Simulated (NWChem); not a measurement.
Correlation energy of allene (C3H4)

```xyz
7

C      0.0000     0.0000     1.3078
C      0.0000     0.0000     0.0000
C      0.0000     0.0000    -1.3078
H      0.0000    -0.9368     1.8749
H      0.0000     0.9368     1.8749
H      0.9368     0.0000    -1.8749
H     -0.9368     0.0000    -1.8749
```
Charge 0, spin multiplicity 1.

Program: NWChem. All single points use one geometry, from PBE0/def2-SVP, a minimum by its harmonic frequencies.

Basis set: 3-21G. Each correlation energy counts from its own Hartree-Fock reference.

The correlated methods keep 3 core orbitals frozen. Coupled-cluster values serve here as a point of comparison, not as the truth.

| method | correlation energy (mHa) |
|---|---|
| MP2 | -264.2 |
| SCS-MP2 | -266.2 |
| CR-CCSD[T] | -305.4 |
| CR-CCSD(T) | -305.0 |
| CCSD | ? |
| CCSD+T(CCSD) | ? |
| CCSD(T) | -307.3 |

Question: Fill in the missing entries.

Answer: 
- CCSD, correlation energy (mHa): -297.4
- CCSD+T(CCSD), correlation energy (mHa): -307.9
